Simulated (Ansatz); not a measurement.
# H₂I⁺, singlet: vertical spin and charge gaps

Geometry (PBE0/def2-TZVP stationary point for this spin, not checked as a minimum):

| atom | x (Å) | y (Å) | z (Å) |
| --- | --- | --- | --- |
| I | 0.0000 | -0.0179 | 0.0000 |
| H | 0.0000 | 1.1243 | -1.1614 |
| H | 0.0000 | 1.1243 | 1.1614 |

Basis def2-SVP with its core potentials; Ansatz 0.2.0. Only valence electrons are correlated (noble-gas cores and the filled d shells of p-block atoms frozen). Prefix R: restricted or restricted open-shell reference. No spin–orbit coupling is included; scalar relativity enters through the core potentials alone.

Gaps are energies of the second state less the first, at fixed atoms, for a selection of the levels run; each method lands on the state that its own search finds for that charge and spin.

Triplet less singlet: 5.189 eV at full CI (singlet A1, triplet A2, in C2v).

```tsv
level	gap (eV)	error (meV)
RHF	5.039	-150
RMP2	5.221	32
CISD	5.158	-31
RCCSD(T)	5.192	3
RCCSDT	5.186	-3
CISDTQ	5.186	-3
PBE	5.045	-144
r2SCAN	5.057	-132
B3LYP	5.118	-71
RPA-PBE	5.047	-142
```

In so small a basis the reference is far from its limit while semilocal and hybrid functionals are nearer theirs (RPA and double hybrids share much of the reference's basis error), so the functionals' errors here hold much of the reference's basis and frozen-core error, which can add to them or hide them.

Full CI is exact within this basis and frozen core; it isn't the basis-set limit.
